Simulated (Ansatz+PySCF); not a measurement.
singlet NO₂(-): levels of theory in one basis

```yaml
atoms:
  - { symbol: N, position_ang: [0.0000, 0.0000, -0.4932] }
  - { symbol: O, position_ang: [0.0000, 1.1461, 0.2158] }
  - { symbol: O, position_ang: [0.0000, -1.1461, 0.2158] }
```

Basis set: def2-SVP (spherical functions). Correlated methods keep 3 orbitals frozen. Charge -1, multiplicity 1.

Computed with Ansatz (development build ahead of 0.2.0); each method stands on the lowest determinant of its kind that the runs found. NEVPT2 correlates all electrons. Active spaces start from the frontier orbitals, and the lowest solution found is given.

```csv
method,E − E(RHF) (eV),<S²> of the determinant
RHF,0.00,0.00
UHF,-0.12,0.46
RHF-MP2,-15.28,–
UHF-MP2,-14.60,0.46
RHF-CCSD,-15.18,–
UHF-CCSD,-15.14,0.46
UHF-CCSD(T),-15.76,0.46
RHF-CCSDT(Q),-15.97,–
UHF-CCSDT(Q),-15.99,0.46
"CASSCF(4,3)",-1.12,–
"SC-NEVPT2(4,3)",-15.90,–
```

What does RHF-CCSD(T) give on the same scale?

-15.85 eV.

Is a single determinant a sound starting point here?

Only with care. Unrestricted orbitals gain 0.12 eV and <S²> is 0.46 against 0.00 for a pure state, so spin symmetry breaks but gains little energy; restricted orbitals can still serve. The CASSCF(4,3) natural occupations are 1.98, 1.91, 0.11.

Caution: no diffuse functions for an anion. Caution for UHF, UHF-MP2, UHF-CCSD, UHF-CCSD(T), UHF-CCSDT(Q): the unrestricted determinant is spin contaminated; the determinant breaks the point group. Caution for UHF-MP2, UHF-CCSD(T): another reference gives a lower total. Caution for UHF-CCSD, UHF-CCSD(T): the program doubts this total. Caution for CASSCF(4,3): other starts end on other solutions of this active space.
